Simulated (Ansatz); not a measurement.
Steps of a relaxation of `C1[SiH2][SiH2]1` with RKS PBE-D4/def2-SVP.

```sh
$ ansatz run in.yaml --threads 2 --pin off --events-out ev --progress --plain --max-ram 4352MiB
```

```yaml
crystal:
  periodic: [false, false, false]
  atoms:
    - {symbol: C, position_ang: [-0.611400, -0.022400, -0.573300]}
    - {symbol: Si, position_ang: [0.884200, 0.869200, -0.135300]}
    - {symbol: Si, position_ang: [-0.112500, -0.919200, 0.848000]}
    - {symbol: H, position_ang: [-1.496700, 0.602400, -0.449200]}
    - {symbol: H, position_ang: [-0.650000, -0.514000, -1.547700]}
    - {symbol: H, position_ang: [0.637100, 2.247100, 0.408600]}
    - {symbol: H, position_ang: [1.981500, 0.658200, -1.141300]}
    - {symbol: H, position_ang: [0.404100, -2.271500, 0.484500]}
    - {symbol: H, position_ang: [-0.947900, -0.696300, 2.088500]}
basis:
  gaussian: {orbitals: def2-SVP}
hamiltonian: {xc: pbe, dispersion: d4}
relax: {f_tol: 0.03, max_steps: 200}
```

Positions (Å) and forces (eV/Å) along the path, 7 of 7 steps:

```xyz
9
step=1 energy=-16872.7410 eV
C    -0.611   -0.022   -0.573   -2.870    0.820   -3.027
Si    0.884    0.869   -0.135    2.019    0.806    0.633
Si   -0.113   -0.919    0.848    1.125   -1.308    2.568
H    -1.497    0.602   -0.449   -0.604    0.201   -0.062
H    -0.650   -0.514   -1.548   -0.100   -0.231   -0.390
H     0.637    2.247    0.409    0.179    0.001   -0.115
H     1.982    0.658   -1.141    0.095    0.211    0.193
H     0.404   -2.272    0.484    0.002   -0.204    0.336
H    -0.948   -0.696    2.088    0.154   -0.296   -0.135
9
step=2 energy=-16873.1312 eV
C    -0.678    0.005   -0.615   -1.442    0.363   -1.649
Si    0.896    0.868   -0.145    0.988    0.535    0.306
Si   -0.092   -0.916    0.844    0.534   -0.810    1.393
H    -1.584    0.618   -0.475   -0.150    0.044    0.020
H    -0.733   -0.498   -1.594   -0.010   -0.100   -0.121
H     0.715    2.270    0.362    0.059   -0.029    0.012
H     2.061    0.706   -1.080   -0.045    0.006    0.058
H     0.427   -2.303    0.594   -0.012    0.022    0.033
H    -0.925   -0.796    2.092    0.079   -0.030   -0.052
9
step=3 energy=-16873.1780 eV
C    -0.780    0.023   -0.714    0.769   -0.052    0.613
Si    0.881    0.879   -0.147   -0.135   -0.095   -0.062
Si   -0.084   -0.916    0.848   -0.059    0.091   -0.126
H    -1.674    0.642   -0.466    0.077   -0.354   -0.563
H    -0.703   -0.548   -1.672   -0.497    0.421    0.288
H     0.780    2.267    0.414   -0.049   -0.023   -0.018
H     2.077    0.695   -1.033   -0.034    0.001   -0.055
H     0.449   -2.300    0.628   -0.016    0.003   -0.042
H    -0.858   -0.788    2.126   -0.056    0.009   -0.036
9
step=4 energy=-16873.1413 eV rejected
C    -0.680    0.022   -0.624   -0.037    0.307    0.487
Si    0.967    0.862   -0.101   -0.471    0.180   -0.376
Si   -0.023   -0.913    0.921   -0.471   -0.114   -0.364
H    -1.597    0.635   -0.503    0.088   -0.109    0.101
H    -0.718   -0.534   -1.559    0.098   -0.244   -0.519
H     0.756    2.264    0.374    0.109    0.064    0.159
H     1.991    0.771   -1.183    0.330   -0.114    0.135
H     0.407   -2.314    0.620    0.135   -0.054    0.061
H    -1.015   -0.842    2.038    0.219    0.085    0.316
9
step=5 energy=-16873.2526 eV
C    -0.727    0.020   -0.669   -0.230    0.084   -0.121
Si    0.904    0.876   -0.138    0.031    0.030    0.001
Si   -0.073   -0.917    0.867    0.044   -0.082    0.040
H    -1.662    0.599   -0.518    0.118   -0.041   -0.024
H    -0.746   -0.502   -1.646    0.023   -0.003    0.083
H     0.770    2.265    0.413    0.018   -0.006   -0.006
H     2.070    0.706   -1.069   -0.024    0.008    0.035
H     0.440   -2.305    0.623   -0.006    0.010    0.023
H    -0.888   -0.788    2.121    0.025   -0.001   -0.032
9
step=6 energy=-16873.2537 eV
C    -0.737    0.026   -0.670    0.019   -0.022   -0.019
Si    0.900    0.878   -0.137   -0.023   -0.018    0.003
Si   -0.070   -0.921    0.861   -0.020    0.056    0.019
H    -1.665    0.613   -0.535   -0.006   -0.021    0.017
H    -0.748   -0.517   -1.633    0.012    0.019   -0.018
H     0.773    2.267    0.413    0.000    0.002    0.014
H     2.068    0.705   -1.056    0.034    0.006   -0.038
H     0.440   -2.309    0.621   -0.001   -0.019   -0.018
H    -0.873   -0.789    2.118   -0.014   -0.004    0.041
9
step=7 energy=-16873.2545 eV
C    -0.736    0.023   -0.672    0.011    0.007    0.021
Si    0.900    0.878   -0.138   -0.010   -0.007   -0.004
Si   -0.072   -0.918    0.865    0.006    0.001   -0.014
H    -1.666    0.605   -0.532   -0.008    0.002   -0.005
H    -0.742   -0.513   -1.639    0.003   -0.004   -0.003
H     0.775    2.264    0.417   -0.002    0.002    0.005
H     2.067    0.710   -1.064    0.007    0.000   -0.006
H     0.435   -2.308    0.622    0.000   -0.006    0.000
H    -0.875   -0.788    2.124   -0.006    0.005    0.006
```

It took 8.5 s on 2 threads of an AMD EPYC 7B13 on a shared host, with 0.16 GiB of host memory at the peak.
